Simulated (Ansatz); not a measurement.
CH₇ClSi, singlet: a pair in one relaxed arrangement.

Input (in.yaml):

```yaml
crystal:
  periodic: [false, false, false]
  atoms:
    - {symbol: Si, position_ang: [0.076512, 0.194693, -1.932297]}
    - {symbol: H, position_ang: [-0.268715, 1.326345, -1.035067]}
    - {symbol: H, position_ang: [-0.582879, 0.408366, -3.247501]}
    - {symbol: H, position_ang: [-0.423657, -1.074319, -1.345446]}
    - {symbol: H, position_ang: [1.544758, 0.125115, -2.124032]}
    - {symbol: C, position_ang: [-0.207049, -0.184135, 1.986831]}
    - {symbol: Cl, position_ang: [1.456293, -0.328802, 1.389486]}
    - {symbol: H, position_ang: [-0.833804, -0.882762, 1.437556]}
    - {symbol: H, position_ang: [-0.546405, 0.835841, 1.822445]}
    - {symbol: H, position_ang: [-0.215155, -0.420442, 3.048125]}
basis:
  gaussian: {orbitals: "def2-TZVPPD.json"}
hamiltonian: {xc: {name: B97M-V}}
```

The basis file named in the input lies beside it (Basis Set Exchange, JSON).

Command:

```bash
ansatz run in.yaml --threads 4 --pin off --events-out ev --progress --plain --max-ram 9574MiB
```

Output of Ansatz 0.2.0:

```
Functional definition: B97M-V
  name "B97M-V"
  cite "Mardirossian & Head-Gordon, J. Chem. Phys. 142, 074111 (2015) doi:10.1063/1.4907719"
  cite "Becke, J. Chem. Phys. 107, 8554 (1997) doi:10.1063/1.475007"
  cite "Vydrov & Van Voorhis, J. Chem. Phys. 133, 244103 (2010) doi:10.1063/1.3521275"
  # Of w^i u^j: cxij and so on, Table III.
  parameter cx00 = 1.000
  parameter cx01 = 1.308
  parameter cx02 = 1.901
  parameter cx10 = 0.416
  parameter cx11 = 3.070
  parameter css00 = 1.000
  parameter css02 = -1.855
  parameter css10 = -5.668
  parameter css32 = -20.497
  parameter css42 = -20.364
  parameter cos00 = 1.000
  parameter cos01 = 1.573
  parameter cos03 = -6.298
  parameter cos10 = 2.535
  parameter cos32 = -6.427
  parameter b = 6.0
  parameter c = 0.01
  gx(w, u) = cx00 + cx01*u + cx02*u^2 + (cx10 + cx11*u)*w
  gss(w, u) = css00 + css02*u^2 + css10*w + (css32*w^3 + css42*w^4)*u^2
  gos(w, u) = cos00 + cos01*u + cos03*u^3 + cos10*w + cos32*w^3*u^2
  exchange = spin_sum(e_x_unif_s*gx(b97_w, b97_u_x))
  correlation = spin_sum(e_c_pw_mod_same_spin*gss(b97_w, b97_u_same))
      + integral(e_c_pw_mod_opposite_spin*gos(b97_w_opposite, b97_u_opposite)) + vv10(b, c)
1216 factors; their error is unknown
mean field evaluation 1: about -21542.4772 eV, gradient 4.2e1 eV
mean field evaluation 2: about -21538.8475 eV, gradient 5.5e1 eV
mean field evaluation 4: about -21546.8856 eV, gradient 1.9e0 eV
mean field evaluation 8: about -21546.9045 eV, gradient 1.3e-1 eV
mean field evaluation 16: about -21546.8663 eV, gradient 3.1e-4 eV
mean field -21546.86633369 eV, -791.8327327726 hartree, gradient 2.2e-5 eV, S^2 0.000000; 0 other end points of the search recorded, 0 dependent functions left out
reference -21546.86641880 eV, -791.8327359001 hartree; 22, 22 occupied and 233, 233 virtual orbitals, 1216 factors
Total energy: -21546.86641880 eV, -791.8327359001 hartree
```

Hardware: 4 CPU threads of an Arm Neoverse V1, shared host. Wall time about 9.5 s.
